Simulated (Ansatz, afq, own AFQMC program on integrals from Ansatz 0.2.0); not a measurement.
**BSiH₂⁺, quintet: AFQMC among the cluster methods**

```tsv
atom	x (Å)	y (Å)	z (Å)
Si	0.0000	-0.0471	0.5518
B	0.0000	-0.0605	-1.3633
H	0.0000	1.1711	1.4474
H	0.0000	0.7893	-2.2001
```

Connectivity, by distances: SiH–BH.

Basis cc-pVTZ. Noble-gas cores (and the filled d shells of Ga–Kr and In–Xe) are frozen. Ansatz 0.2.0 and our own AFQMC program on the same integrals; the CISD trial comes from CCSD amplitudes, and released means the phaseless constraint is let go. ± is one standard error of the sampling.

Determinant: UHF, the one that the program's search chose, which needn't be the lowest solution. The geometry is a PBE0/def2-TZVP stationary point of this or a neighbouring charge and spin state.

No full CI on the walks' own integrals is used here; CCSDT(Q) serves as the reference and is uncertain by about the last step of the cluster series.

Cautions: another spin lies lower (by 3.67 eV); raised T1 diagnostic (T1 0.045, weight of the determinant 0.87, largest double 0.08).

- T1 diagnostic: 0.0447
- weight of the determinant in the CISD state: 0.866
- ⟨S²⟩ of the determinant: 6.017
- size of the correlated space: 8 electrons in 86 orbitals

```tsv
level	correlation energy (eV)
MP2	-3.3961
CCSD	-4.3410
CCSD(T)	-4.5409
```

Estimate where phaseless AFQMC with the Hartree–Fock trial lies against CCSD(T) on the same integrals.

0.9 ± 2.2 kJ/mol above CCSD(T). The gap is under twice the noise, so this walk alone can't tell the two apart.

Reference: CCSDT(Q), correlation energy -4.607 eV. The released energy is read at 2.40 1/Eh (meV from the phaseless value at times in 1/Eh: -3 ± 4 at 0.24, -10 ± 4 at 0.51, -16 ± 3 at 0.99, -30 ± 6 at 1.62, -21 ± 5 at 2.40).

```
         level  E − E(reference) (kJ/mol)  share of correlation (%)
       CCSD(T)                        6.4                     98.57
         CCSDT                        1.1                     99.76
   ph-AFQMC/HF                  7.3 ± 2.2                     98.37
 ph-AFQMC/CISD                  3.1 ± 0.4                     99.30
released AFQMC                  1.1 ± 0.5                     99.75
```

A walk keeps the symmetry of its determinant, which the program's search chose and which needn't be the lowest solution, so a lower state of the same spin and another symmetry isn't excluded. Released energies are given only where the last usable release times agree within the noise; a slower fall can still hide under it.
